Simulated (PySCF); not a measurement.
Choosing a basis for TDDFT

Compound: sodium diatomic, Na2.
Bonds: Na1–Na2.

TDDFT with PBE0 (PySCF), vertical singlets, core orbitals frozen in the response, spherical d and f functions. Geometry: PBE0-D3(BJ)/def2-SVP; no solvent, vibrations or thermal averaging.

```
      basis  functions  diffuse  S1 (eV)  S2 (eV)  S3 (eV)  S4 (eV)  S5 (eV)  LUMO (eV)  α (au)
   def2-SVP         30       no     2.04     3.03     3.03     3.35     3.68      -1.30   226.5
     6-31G*         36       no     2.05     2.63     2.63     2.94     3.16      -1.36   251.1
  def2-SVPD         36      yes     2.01     2.55     2.55     2.84     3.05      -1.32   255.6
    6-31+G*         44      yes     2.04     2.58     2.58     2.87     3.07      -1.37   252.0
aug-cc-pVDZ         54      yes     2.03     2.56     2.56     2.84     3.05      -1.36   253.3
  def2-TZVP         64       no     2.03     2.64     2.64     2.94     3.19      -1.35   249.1
 def2-TZVPD         70      yes     2.02     2.55     2.55     2.83     3.05      -1.35   250.7
aug-cc-pVTZ        100      yes     2.02     2.55     2.55     2.84     3.05      -1.36   253.0
```

Compare the sets with the largest diffuse one.

States are compared by their number. Against the largest diffuse basis here (aug-cc-pVTZ, itself not a converged limit), sets without diffuse functions differ by up to 0.03 eV in S1 and 0.63 eV in S5; the smaller diffuse sets differ by up to 0.01 and 0.02 eV. State by state, the largest deviation of a set without diffuse functions is S1 0.03, S2 0.48, S3 0.48, S4 0.51, S5 0.63 eV. The same number needn't mean the same state in each row. Against aug-cc-pVTZ the polarisability deviates by -11% in def2-SVP, -1% in 6-31G*, +1% in def2-SVPD, 0% in 6-31+G*, 0% in aug-cc-pVDZ, -2% in def2-TZVP, -1% in def2-TZVPD.
